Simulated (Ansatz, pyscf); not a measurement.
`[OH][PH][OH]` -> `[O]=[PH]` + `[OH2]`, an elimination on the singlet surface: H–O, O–P broken, H–O formed. PySCF, gas phase, ωB97X-D3(BJ)/def2-SVP geometries. Wave-function energies: Ansatz (a first-principles code), frozen core, RHF or UHF references. In kcal/mol, from the reactant's lowest minimum found.

Cost: rough CPU time of the saddle's run relative to CCSD(T)/cc-pV(D+d)Z, from one job on a shared machine, with the HF step and its search for lower states.

| level | barrier | reaction energy | cost |
|---|---|---|---|
| ωB97X-D3(BJ)/def2-TZVP | 43.90 | +42.03 | – |
| PBE0-D3(BJ)/def2-TZVP | 41.89 | +42.84 | – |
| CCSD(T)/cc-pV(D+d)Z | 40.58 | +32.03 | 1 |
| CCSDT(Q)/cc-pV(D+d)Z | 40.25 | +31.61 | 100 |
| CCSD(T)/cc-pV(T+d)Z | 42.83 | +36.77 | 7 |
| CCSD(T)/cc-pV(Q+d)Z | 43.41 | +37.71 | – |

In cc-pV(D+d)Z, going from CCSD(T) to CCSDT(Q) shifts the barrier by -0.33 and the reaction energy by -0.42 kcal/mol. With HF in the quadruple-zeta basis and the correlation energy extrapolated as X⁻³ from X = 3, 4, CCSD(T) gives 43.62 and +38.59; adding the double-zeta shift gives ΔE‡ = 43.29 and ΔE = +38.17 kcal/mol, without core correlation, relativity or geometry relaxation at these levels. On the product side the descent ends in a bound adduct, 10.01 kcal/mol under the separated species and 11.88 kcal/mol under the saddle at ωB97X-D3(BJ)/def2-TZVP. At PBE0-D3(BJ) the saddle lies under the separated products, which points to a path from their complex (located at ωB97X-D3(BJ) alone), and parting the products costs more than the saddle. One saddle was located; it need not be the lowest between these sides.
